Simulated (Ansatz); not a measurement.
## Scan of [Cl···H···GeH₃], doublet

Starting geometry:

```yaml
atoms:
  - { symbol: Cl, position_ang: [-2.1957, 0.0000, 0.0000] }
  - { symbol: H, position_ang: [-0.9169, 0.0000, 0.0000] }
  - { symbol: Ge, position_ang: [1.0223, 0.0000, 0.0000] }
  - { symbol: H, position_ang: [1.4910, -1.4659, 0.0000] }
  - { symbol: H, position_ang: [1.4910, 0.7330, -1.2695] }
  - { symbol: H, position_ang: [1.4910, 0.7330, 1.2695] }
```

From there H2 is moved from one fragment to the other while all else, the fragments' distance too, stays fixed; atoms are numbered as listed. Energies are in kJ/mol, counted from the starting geometry at the same level.

Basis cc-pVDZ; Ansatz 0.2.0. Only valence electrons are correlated (noble-gas cores and the filled d shells of p-block atoms frozen). R marks a restricted (for open shells ROHF) determinant, U an unrestricted one. Active spaces: valence = (15e, 12o) chosen from the atoms' valence shells. No spin–orbit coupling is included, and no scalar relativity.

Runs in a small pair space aren't shown, since their orbitals change along the scan.

Full CI isn't at hand for all of this; UCCSDT(Q) serves as the reference, and is uncertain by about the last step of the cluster series. The frozen core follows each run's orbitals, which can shift R against U totals by a few meV for light atoms and by up to 0.1 eV past Ca.

| distance Cl1-H2 (Å) | UCCSDT(Q) | error RHF | error RMP2 | error UCCSD | error RCCSDT | error UCCSDT | error CASSCF (valence space) |
| --- | --- | --- | --- | --- | --- | --- | --- |
| 1.279 | 0.0 | 0.0 | 0.0 | 0.0 | 0.0 | 0.0 | 0.0 |
| 1.337 | -3.4 | 4.5 | 0.2 | 0.5 | 0.0 | 0.0 | 0.9 |
| 1.454 | 2.6 | 12.2 | 0.0 | 1.1 | 0.0 | 0.1 | 1.9 |
| 1.571 | 12.8 | 11.9 | 0.9 | 0.7 | -0.1 | 0.1 | 1.7 |
| 1.688 | 25.6 | 0.1 | 5.7 | -0.6 | -0.3 | 0.0 | 0.0 |

Errors are those of relative energies. In total energy the starting point itself misses UCCSDT(Q) by: RHF 775.8, RMP2 123.2, UCCSD 17.1, RCCSDT 1.3, UCCSDT 0.9, CASSCF (valence space) 609.1 kJ/mol.

Spread of the error over the points with a reference, to 1.688 Å (largest less smallest): UCCSDT 0.2, RCCSDT 0.3, UCCSD 1.6, CASSCF (valence space) 1.9, RMP2 5.7, RHF 12.2 kJ/mol.
